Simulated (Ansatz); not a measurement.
# Rock-salt NaF: LA phonon frequency at X by level of theory

No measured value is used here.

```csv
level (code),value (cm⁻¹),cell (Å³/atom)
LDA (Ansatz),265,11.41
PBE (Ansatz),…,12.99
r²SCAN (Ansatz),264,12.12
```

Complete the blanks.


- PBE (Ansatz, a program for electronic structure), value (cm⁻¹): 243

Each level is taken at its own relaxed cell. Cutoffs differ between the levels. Ansatz's density-functional and Hartree–Fock values are scalar-relativistic unless marked +SOC, with PAW data made under PBE.
